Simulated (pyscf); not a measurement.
H₂N–BH–OH + hydrogen (H₂) -> H₂B–NH₂ + water (H₂O), a four-centre exchange (singlet surface; B–O, H–H broken, B–H, H–O formed). Optimised with ωB97X-D3(BJ)/def2-SVP in PySCF. Energies in eV from the separated reactants.

Small-basis levels: PySCF, no dispersion term, spherical d functions. 

**Question.** Quick HF/STO-3G single points give ΔE‡ = 3.64 eV and ΔE = +1.34 eV. What does ωB97M-D3(BJ)/def2-TZVP give, and how far is the quick result from it?

**Answer.** ωB97M-D3(BJ)/def2-TZVP gives ΔE‡ = 2.34 eV and ΔE = +1.04 eV. HF/STO-3G lies 1.30 eV over it in the barrier and 0.30 eV over it in the reaction energy, so on this step it does not hold to within 0.13 eV. ωB97M-D3(BJ)/def2-TZVP has limits of its own. The products may also form a dative adduct at H₂B–NH₂; it and routes through it were not searched. At the saddle there is also a short B–H contact that neither side keeps. The same reactants have a lower exit, to H₂B–OH + NH₃ (barrier +2.04 eV at ωB97M-D3(BJ)/def2-TZVP, against +2.34 eV here). One saddle was located; it need not be the lowest between these sides.
